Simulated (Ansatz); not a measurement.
## How methods differ on NH3 (ammonia)

The species is NH3 (4 atoms), meant as a singlet with charge 0. SMILES: `N`. The shape was relaxed beforehand at B3LYP/def2-SVP.

Quantity: the adiabatic ionisation energy (to the doublet cation, shapes relaxed at B3LYP/def2-SVP, no zero-point term), in eV. The values are calculated.

| level | kind | program | value (eV) | less CCSD(T)/def2-TZVPP |
| --- | --- | --- | --- | --- |
| HF/def2-TZVPP | Hartree–Fock | Ansatz | 8.59 | -1.47 |
| SVWN5/def2-TZVPP | LDA | Ansatz | 10.43 | +0.37 |
| BLYP/def2-TZVPP | GGA | Ansatz | 10.09 | +0.03 |
| PBE/def2-TZVPP | GGA | Ansatz | 10.14 | +0.08 |
| r2SCAN/def2-TZVPP | meta-GGA | Ansatz | 9.95 | -0.11 |
| B3LYP/def2-TZVPP | global hybrid | Ansatz | 10.18 | +0.12 |
| PBE0-D4/def2-TZVPP | global hybrid | Ansatz | 10.03 | -0.03 |
| CAM-B3LYP/def2-TZVPP | range-separated hybrid | Ansatz | 10.16 | +0.10 |
| MP2/def2-TZVPP | perturbation theory | Ansatz | 10.16 | +0.10 |
| CCSD(T)/def2-TZVPP | coupled cluster or CI | Ansatz | 10.06 | 0.00 |

Differences are taken from CCSD(T)/def2-TZVPP for orientation; it has basis-set and higher-order errors of its own. The values span 8.59 to 10.43 eV.
